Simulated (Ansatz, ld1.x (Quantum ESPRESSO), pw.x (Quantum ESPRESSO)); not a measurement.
**From atom to crystal: TM potential for potassium**

```json
{"Element": "potassium", "Generator": "ld1.x (Quantum ESPRESSO) 7.5", "Type": "norm-conserving Troullier–Martins (Kleinman–Bylander form)", "Functional": "PBEsol", "Relativity": "scalar-relativistic", "Frozen core": "[Ar]", "Valence charge": "1", "Reference configuration": "4s1 4p0", "Partial waves": "4s (bound): rc 4.20 bohr; 4p (bound, empty): rc 3.20 bohr; 3d channel at 0.25 Ry: rc 4.20 bohr", "Local potential": "all-electron potential smoothed inside 2.85 bohr (lloc = -2)", "Core correction": "none"}
```

Atomic tests: cutoffs needed: 6 Ry and 6 Ry (the cutoffs (Ry, on a coarse ladder) from which the occupation-weighted sum of valence levels, in a spherical-Bessel basis at the reference potential, stays within 10 and 1 mRy of its value at 400 Ry); ghost test: no extra level below or beside the all-electron valence levels (s, p, d, f tested) (spherical-Bessel basis up to 400 Ry, 20 bohr box); largest excitation error: +46 meV (all-electron minus pseudo) for 4s0 4p1, out of 2 test configurations.

Crystal test: bcc K in pw.x 7.5, no spin, 9³ k-points, Fermi–Dirac smearing 0.01 Ry, cutoffs 35/140 Ry. The reference is all-electron LAPW (Ansatz 0.2.0) with the same functional, mesh and smearing; V0 and B0 come from Birch–Murnaghan fits to the pressures at five volumes. Errors are pseudo minus all-electron; Δ is the rms difference of the E(V) curves that follow from these fits, minima aligned, over ±6 % about the mean V0. Mesh and smearing are coarse, so the numbers serve the comparison and aren't converged zero-temperature values; the lattice is a test structure that the element need not adopt.

```json
{"V (Å³/atom)": "67.914", "P all-electron (GPa)": "0.19", "P pseudo (GPa)": "0.26"}
{"V (Å³/atom)": "69.701", "P all-electron (GPa)": "0.08", "P pseudo (GPa)": "0.16"}
{"V (Å³/atom)": "71.488", "P all-electron (GPa)": "-0.01", "P pseudo (GPa)": "0.07"}
{"V (Å³/atom)": "73.275", "P all-electron (GPa)": "-0.10", "P pseudo (GPa)": "-0.01"}
{"V (Å³/atom)": "75.062", "P all-electron (GPa)": "-0.17", "P pseudo (GPa)": "-0.09"}
```

All-electron: a0 = 5.222 Å (V0 = 71.21 Å³/atom), B0 = 3.6 GPa.

Pseudopotential: mean pressure error (GPa): +0.08; a0 (Å): 5.264; a0 error (%): +0.80; B0 error (%): -11.5; Δ (meV/atom): 1.3. This is a poor potential for the solid. The logarithmic derivative shows an extra or strongly shifted pseudo pole above the reference energy (s near 1.12 Ry).

Task: At the middle volume, how do free energy and pressure move when the wave cutoff is lowered (ecutrho kept at four times it)?

Result:

```tsv
cutoff (Ry)	shift of F (meV/atom)	shift of P (GPa)
16	+0.9	-0.01
21	+0.3	+0.00
28	+0.0	+0.00
```

The run at the middle volume (35 k-points, 12 iterations) took about 11 s on one core of a shared host (Neoverse-V1, 32 threads, 247 GiB, load 13).
